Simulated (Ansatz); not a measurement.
**GeH⁻, singlet in aug-cc-pVDZ: errors against full CI**

Geometry: a point of a stretch scan, not a stationary point.

```yaml
atoms:
  - { symbol: Ge, position_ang: [0.0000, 0.0000, 0.0000] }
  - { symbol: H, position_ang: [0.0000, 0.0000, 2.5830] }
```

Basis aug-cc-pVDZ; Ansatz 0.2.0. Only valence electrons are correlated (noble-gas cores and the filled d shells of p-block atoms frozen), which leaves 6 electrons in 31 orbitals. Prefix R: restricted or restricted open-shell reference; prefix U: unrestricted. Active spaces: pair = (2e, 2o) about the gap; valence = (6e, 5o) chosen from the atoms' valence shells. No spin–orbit coupling is included, and no scalar relativity.

Full CI is exact within this basis and frozen core; it isn't the basis-set limit. The frozen core follows each run's orbitals, which can shift R against U totals by a few meV for light atoms and by up to 0.1 eV past Ca.

The determinant fills πx and πy unequally, so it is a mixture of Σ and Δ, which weighs on every level built on one determinant.

RHF is unstable: UHF (⟨S²⟩ = 1.34) lies 1.16 eV below the lowest RHF solution. Higher spins weren't run at this geometry and may lie near or lower.

* UHF ⟨S²⟩: 1.343
* ⟨S²⟩ of the determinant under UCCSD: 1.029
* T1 diagnostic (RCCSD): 0.0356
* largest doubles amplitude (RCCSD): 0.204

| level | E − E(full CI) (kJ/mol) | share of correlation (%) | wall time |
| --- | --- | --- | --- |
| RHF | 353.4 | 0.00 | – |
| RMP2 | 119.4 | 66.21 | – |
| CISD | 57.7 | 83.66 | 2.5 s |
| RCCSD | 33.2 | 90.62 | – |
| RCCSD(T) | 16.7 | 95.28 | 4.2 s |
| BCCD(T) | 16.8 | 95.24 | 4.9 s |
| RCCSDT* | 3.4 | 99.05 | – |
| RCCSDT(Q)* | -0.6 | 100.17 | 7.5 s |
| CASSCF (valence space) | 235.7 | 33.30 | – |
| NEVPT2 (valence space) | 71.0 | 79.90 | 3.4 s |
| MRCISD (valence space) | 16.5 | 95.32 | – |
| MRCISD+Q (valence space) | -1.6 | 100.46 | 3.9 s |

An asterisk marks runs whose energy the program itself flagged as in doubt.

The correlation energy at full CI, counted from RHF, is -3.663 eV. That run took 1.8 min on 1 thread of Arm Neoverse N1, shared host over 5,065,957 determinants.

Run but not shown, since their state, orbitals or frozen core can't be matched to the reference's or they repeat it: UHF, UMP2, UCCSD, UCCSD(T), UCCSDT, UCCSDT(Q), CASSCF (pair space), NEVPT2 (pair space), MRCISD (pair space), MRCISD+Q (pair space).

Times hold each run's SCF and search for its determinant on a shared host, so for small cases they say little of a method's own cost; they ran on 1 thread of Arm Neoverse N1.

More than 5 meV below full CI, which no variational method can be: RCCSDT(Q), MRCISD+Q (valence space).

Unrestricted levels hold only the spin's projection, and here they fall towards a lower state of higher spin.

The full-CI state has the irrep A1 of C2v, in the program's axes (one component, if the state is degenerate).

Natural occupations of full CI about the gap: 1.933 1.840 0.985 0.958 0.134 0.021 0.021 0.020 0.014 0.013; effectively unpaired electrons, Σ n²(2−n)², 2.17. No single determinant describes this state well, so single-reference rows can miss without a flag.
